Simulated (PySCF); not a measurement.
Indirect couplings

Geometry (Å), atoms numbered from 1 in this order:
```xyz
18

C    -2.395    0.683   -0.417
C    -1.132   -0.039    0.023
C    -0.186   -0.368   -1.124
C     1.073   -1.123   -0.697
N     1.930   -0.449    0.253
N     2.413    0.772   -0.230
H    -2.974    0.073   -1.129
H    -3.054    0.912    0.435
H    -2.156    1.633   -0.922
H    -0.604    0.578    0.772
H    -1.402   -0.973    0.550
H    -0.722   -0.968   -1.880
H     0.116    0.562   -1.637
H     0.791   -2.092   -0.247
H     1.681   -1.349   -1.588
H     1.465   -0.363    1.158
H     1.803    1.563   -0.015
H     3.324    0.960    0.180
```

Method: B3LYP/pcJ-1 (spin–dipole term only in couplings to heteroatoms)//PBE0-D3(BJ)/def2-SVP, PySCF 2.14; isolated molecule, single conformer, non-relativistic. Couplings are averaged over pairs made equivalent by symmetry, fast rotation or ring inversion, so a value needn't be that of the named pair in this geometry, while other rotamers aren't included; one pair stands for each set, and the list holds a selection of those of at least 1.5 Hz over up to four bonds.

Isotopes: 13C, 1H, 15N.

| pair | bonds | J (Hz) |
| --- | --- | --- |
| C1, C2 | 1 | 37.7 |
| C1, H7 | 1 | 131.7 |
| C2, C3 | 1 | ? |
| C2, H10 | 1 | 127.3 |
| C3, C4 | 1 | 36.0 |
| C3, H12 | 1 | 129.9 |
| C4, N5 | 1 | -7.5 |
| C4, H14 | 1 | 139.3 |
| N5, N6 | 1 | -7.8 |
| N5, H16 | 1 | -70.5 |
| N6, H17 | 1 | ? |
| C1, H10 | 2 | ? |
| C2, H7 | 2 | ? |
| C2, H12 | 2 | -3.2 |
| C4, H16 | 2 | ? |
| N5, H14 | 2 | -3.3 |
| N5, H17 | 2 | -2.9 |
| H12, H13 | 2 | -15.4 |
| H14, H15 | 2 | -15.8 |
| C3, N6 | 3 | -3.0 |
| C3, H16 | 3 | 1.8 |
| C4, H10 | 3 | ? |
| H12, H14 | 3 | 3.4 |
| H12, H15 | 3 | ? |
| H14, H16 | 3 | 8.1 |
| H16, H17 | 3 | ? |

Estimate the withheld couplings, with signs.

Answers


- 1J(C2,C3) = 37.1 Hz (bond length 1.523 Å)
- 1J(N6,H17) = -70.8 Hz (mean over equivalent pairs that range from -76.4 to -65.2 Hz in this conformer)
- 2J(C1,H10) = -3.6 Hz (angle at C2 109°)
- 2J(C2,H7) = -3.5 Hz
- 2J(C4,H16) = 2.9 Hz (angle at N5 111°)
- 3J(C4,H10) = 2.1 Hz (dihedral angle 59°)
- 3J(H12,H15) = 8.5 Hz (mean over equivalent pairs that range from 2.9 to 14.0 Hz in this conformer)
- 3J(H16,H17) = 2.4 Hz (mean over equivalent pairs that range from -1.3 to 6.2 Hz in this conformer)
